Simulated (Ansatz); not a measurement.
# C4H6ClF: the cost of one run

The runs use Ansatz 0.2.0, Gaussian basis; functionals in def2-TZVPP, the program's frozen cores in correlated methods.

Plan: PBE-D4, r2SCAN-D4, PBE0-D4, B3LYP-D4, ωB97X-V, ωB97M-V, B2PLYP; CCSD(T)/def2-TZVPP; MP2/def2-QZVPP; extrapolation to the limit.

## Step 1: The relaxed structure

The geometry comes from an earlier relaxation with PBE0-D4 in a triple-zeta def2 set; it is a stationary point, not always the lowest conformer.

SMILES `C[C@@]1(Cl)C[C@H]1F`, 12 atoms, charge 0, spin multiplicity 1.

Atoms are counted from 1 here; the program's logs count them from 0.

Bond lengths: C1–C2 1.497 Å, C1–H7 1.091 Å, C1–H8 1.091 Å, C1–H9 1.091 Å, C2–Cl3 1.765 Å, C2–C4 1.504 Å, C2–C5 1.488 Å, C4–C5 1.490 Å, C4–H10 1.082 Å, C4–H11 1.084 Å, C5–F6 1.361 Å, C5–H12 1.083 Å. Angles: C2–C1–H7 110.4°, C2–C1–H8 110.0°, C2–C1–H9 110.6°, H7–C1–H8 108.8°, H7–C1–H9 108.7°, H8–C1–H9 108.3°, C1–C2–Cl3 113.5°, C1–C2–C4 120.5°, C1–C2–C5 120.8°, Cl3–C2–C4 116.6°, Cl3–C2–C5 115.6°, C4–C2–C5 59.7°, C2–C4–C5 59.6°, C2–C4–H10 119.2°, C2–C4–H11 115.8°, C5–C4–H10 118.0°, C5–C4–H11 117.0°, H10–C4–H11 115.7° and more.

## Step 2: PBE-D4 (GGA)

Contents of in.yaml:

```yaml
crystal:
  periodic: [false, false, false]
  atoms:
    - {symbol: C, position_ang: [-0.587867, -0.852741, 1.044373]}
    - {symbol: C, position_ang: [0.420747, -0.054592, 0.278879]}
    - {symbol: Cl, position_ang: [2.002313, 0.013932, 1.059102]}
    - {symbol: C, position_ang: [0.412473, -0.054756, -1.225594]}
    - {symbol: C, position_ang: [0.018686, 1.166978, -0.468661]}
    - {symbol: F, position_ang: [-1.296162, 1.519175, -0.456336]}
    - {symbol: H, position_ang: [-0.271747, -1.894698, 1.118432]}
    - {symbol: H, position_ang: [-1.555361, -0.812790, 0.541685]}
    - {symbol: H, position_ang: [-0.708802, -0.452113, 2.052288]}
    - {symbol: H, position_ang: [1.354365, -0.041779, -1.758078]}
    - {symbol: H, position_ang: [-0.383817, -0.622834, -1.692453]}
    - {symbol: H, position_ang: [0.672274, 2.031019, -0.459738]}
basis:
  gaussian: {orbitals: def2-TZVPP}
hamiltonian: {xc: pbe, dispersion: d4}
output: {forces: true, orbitals: {seedname: orbitals}}
```

The run is started by

```console
$ ansatz run in.yaml --threads 4 --pin off --events-out ev --progress --plain --max-ram 10444MiB
```

Q: Estimate wall time and peak memory on 4 threads of Intel Xeon Platinum 8175M at 2.50GHz, shared host.

About 5.5 s, with a peak of 0.42 GiB.
